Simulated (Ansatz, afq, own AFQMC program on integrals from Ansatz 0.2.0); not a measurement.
H$_{2}$ + F, doublet: a scan with AFQMC

| atom | x (Å) | y (Å) | z (Å) |
| --- | --- | --- | --- |
| H | 0.0000 | 0.0000 | -0.8820 |
| H | 0.0000 | 0.0000 | -0.1370 |
| F | 0.0000 | 0.0000 | 1.0190 |

A hydrogen atom is moved from one rigid fragment to the other; the H1–H2 distance tells how far. The two fragments are held close together, so this isn't a minimum-energy path and the start is a compressed complex. Energies in eV count from this geometry (0.745 Å) at the same level; the start stands on UHF, each point on the determinant named.

Basis cc-pVTZ. Noble-gas cores (and the filled d shells of Ga–Kr and In–Xe) are frozen. AFQMC by an in-house program on the Cholesky factors that Ansatz 0.2.0 writes for its CCSD(T) run. The CISD trial takes its coefficients from CCSD amplitudes. Released means that phaseless walkers are propagated on without the constraint, phases kept. ± is one standard error of the sampling.

Cautions, each for one point or more: the ph-AFQMC/CISD walk drifts between its halves.

```
r(H1–H2) / Å  det.     T1  weight  ⟨S²⟩  CCSD(T)   ph-AFQMC/CISD  released AFQMC  CCSDT(Q)    PBE0    CCSD
       0.818   UHF  0.018    0.94  0.78   -0.277  -0.279 ± 0.003  -0.272 ± 0.006    -0.275  -0.249  -0.262
       0.855   UHF  0.014    0.94  0.78   -0.407  -0.407 ± 0.004               –    -0.403  -0.354  -0.387
       0.891   UHF  0.012    0.94  0.77   -0.520  -0.524 ± 0.003  -0.514 ± 0.007    -0.515  -0.440  -0.500
       0.928   UHF  0.011    0.94  0.76   -0.613  -0.623 ± 0.004               –    -0.607  -0.505  -0.594
       1.001   UHF  0.010    0.95  0.76   -0.661  -0.666 ± 0.004  -0.658 ± 0.006    -0.653  -0.502  -0.652
```

Weight is that of the determinant in the CISD state; at the start T1 is 0.027 and the weight 0.93, and ⟨S²⟩ is 0.78. A dash marks a missing value, a released energy that hasn't settled or a functional that sits on another state. Largest departures from CCSDT(Q), at the points where its series has closed: CCSD(T) -0.008 eV at 1.001 (on UHF), ph-AFQMC/CISD -0.016 eV at 0.928 (on UHF), released AFQMC -0.005 eV at 1.001 (on UHF) (within the noise), PBE0 0.151 eV at 1.001, CCSD 0.016 eV at 0.855 (on UHF). Functionals count only at points shown to share the start's state and spin.

Some points may be missing: those where a free walk finds a much lower state, and past Zn most of those on another determinant than at the start.

A walk keeps the symmetry of its determinant, which the program's search chose and which needn't be the lowest solution, so a lower state of the same spin and another symmetry isn't excluded. Released energies are given only where the last usable release times agree within the noise; a slower fall can still hide under it.
